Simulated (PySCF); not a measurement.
Diethyl sulfoxide, C₄H₁₀OS.
Numbering: `[CH3:1][CH2:2][S:3](=[O:4])[CH2:5][CH3:6]` (hydrogens: H7, H8, H9 on C1; H10, H11 on C2; H12, H13 on C5; H14, H15, H16 on C6)

A linear-response calculation (PySCF, def2-SVPD basis, gas phase, vertical, core orbitals frozen in the response) gave these numbers; the functional is withheld.

Orbital energies (eV): HOMO-3 -9.88, HOMO-2 -9.59, HOMO-1 -7.42, HOMO -6.37, LUMO 0.24, LUMO+1 0.26, LUMO+2 0.53.

```json
{"state": "S1", "E (eV)": "5.68", "f": "0.061", "main configurations (H = HOMO, L = LUMO)": "H→L+1 (96%)"}
{"state": "S2", "E (eV)": "5.74", "f": "0.0077", "main configurations (H = HOMO, L = LUMO)": "H→L+2 (91%)"}
{"state": "S3", "E (eV)": "5.83", "f": "0.015", "main configurations (H = HOMO, L = LUMO)": "H→L (97%)"}
{"state": "S4", "E (eV)": "6.31", "f": "0.099", "main configurations (H = HOMO, L = LUMO)": "H→L+3 (99%)"}
{"state": "S5", "E (eV)": "6.70", "f": "0.0020", "main configurations (H = HOMO, L = LUMO)": "H-1→L+2 (86%)"}
{"state": "S6", "E (eV)": "6.76", "f": "0.013", "main configurations (H = HOMO, L = LUMO)": "H→L+5 (83%)"}
```

Triplets, Tamm–Dancoff:

```csv
state,E (eV),λ (nm),"main configurations (H = HOMO, L = LUMO)"
T1,5.08,244.3,"H→L+1 (84%), H→L+4 (13%)"
T2,5.12,242.2,"H→L+2 (79%), H→L+5 (14%)"
T3,5.67,218.5,H→L (96%)
T4,6.14,201.9,"H-1→L+1 (71%), H→L+3 (12%), H-1→L+4 (9%)"
```

Vertical ionisation energy by ΔSCF with the same functional: 8.64 eV. Mean static polarisability: 78.3 au.

Problem. Name the functional.
A. HF
B. B3LYP
C. PBE
D. CAM-B3LYP

Solution. B. B3LYP is a global hybrid with 20% exact exchange. In this run −ε(HOMO) = 6.37 eV differs from the ΔSCF value by -2.27 eV, and S1 differs from the orbital gap of 6.60 eV by -0.92 eV. The ratio −ε(HOMO)/IP is 0.74. Small neutral molecules mostly give 0.67 to 0.83 with B3LYP, 0.5 to 0.7 with PBE, 0.85 to 0.93 with CAM-B3LYP; Hartree–Fock can't fall below 1, since the ion's relaxation only lowers the ΔSCF value. The other options: PBE, a GGA without exact exchange; HF, time-dependent Hartree–Fock, 100% exact exchange; CAM-B3LYP, range-separated, 19% exact exchange at short range and 65% at long range (ω = 0.33 bohr⁻¹).

Computed with TDDFT B3LYP/def2-SVPD, vertical, gas phase, core orbitals frozen in the response (PySCF 2.14.0, density-fitted response routines). One conformer (not necessarily the lowest) at the PBE0-D3(BJ)/def2-SVP geometry, without solvent, vibrations or thermal averaging.

On an x86-64 server with one thread, no GPU, shared host, this took 79 s wall.

Conformer computed: `[CH3:1][CH2:2][S:3](=[O:4])[CH2:5][CH3:6]`: C1–C2–S3–O4 -62°, C2–S3–C5–C6 170°.
